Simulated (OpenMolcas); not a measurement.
## BNH3 (SMILES B[NH]): the energy, rung by rung

BNH3: 5 atoms, total charge 0, spin state doublet. As SMILES, `B[NH]`. The coordinates come from a PBE0-D4/def2-TZVP relaxation.

```xyz
5

B    -0.3108   -0.3701   -0.0916
N     0.5312    0.6552   -0.0198
H    -0.4148   -1.1074    0.8625
H    -0.9641   -0.5731   -1.0819
H     1.2084    1.3217    0.2893
```

Quantity: the energy change with the B1–N2 bond stretched from 1.329 to 1.661 Å, in eV. The values are calculated.

```json
{"level": "UHF/STO-3G", "kind": "Hartree–Fock", "program": "OpenMolcas", "value (eV)": "1.85", "less FCI/STO-3G": "+0.12"}
{"level": "USVWN5/STO-3G", "kind": "LDA", "program": "OpenMolcas", "value (eV)": "1.96", "less FCI/STO-3G": "+0.23"}
{"level": "UPBE/STO-3G", "kind": "GGA", "program": "OpenMolcas", "value (eV)": "1.71", "less FCI/STO-3G": "-0.02"}
{"level": "U-r2SCAN/STO-3G", "kind": "meta-GGA", "program": "OpenMolcas", "value (eV)": "1.76", "less FCI/STO-3G": "+0.03"}
{"level": "UB3LYP/STO-3G", "kind": "global hybrid", "program": "OpenMolcas", "value (eV)": "1.72", "less FCI/STO-3G": "-0.01"}
{"level": "CASPT2(3,3)/STO-3G", "kind": "multireference", "program": "OpenMolcas", "value (eV)": "1.90", "less FCI/STO-3G": "+0.17"}
{"level": "ROCCSD(T)/STO-3G", "kind": "coupled cluster or CI", "program": "OpenMolcas", "value (eV)": "1.74", "less FCI/STO-3G": "+0.01"}
{"level": "FCI/STO-3G", "kind": "exact in the basis", "program": "OpenMolcas", "value (eV)": "1.73", "less FCI/STO-3G": "0.00"}
```

FCI/STO-3G is exact within its basis and frozen core, so for wave-function methods in that basis the difference is their error; functionals converge differently with the basis, so for them it is only a difference. The first shape isn't each level's own minimum. The values span 1.71 to 1.96 eV. All rows use very small basis sets, so even the best lies far from the true value.
